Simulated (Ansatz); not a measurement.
BClF (`F[B]Cl`) radical at its PBE0-D4/def2-TZVP geometry, where that method's forces vanish. The species carries charge 0 and has multiplicity 2.

```xyz
3

F    -1.0731   -0.6203   -0.3044
B    -0.3268    0.2932    0.2432
Cl    1.3999    0.3271    0.0612
```

Problem. What forces (eV/Å) does PBE-D4/def2-TZVPP give on these atoms in Ansatz? (Estimate.)

Solution. The calculation gave: 
```
F1  -0.396 -0.431 -0.253
B2   0.117  0.402  0.266
Cl3  0.279  0.029 -0.013
```
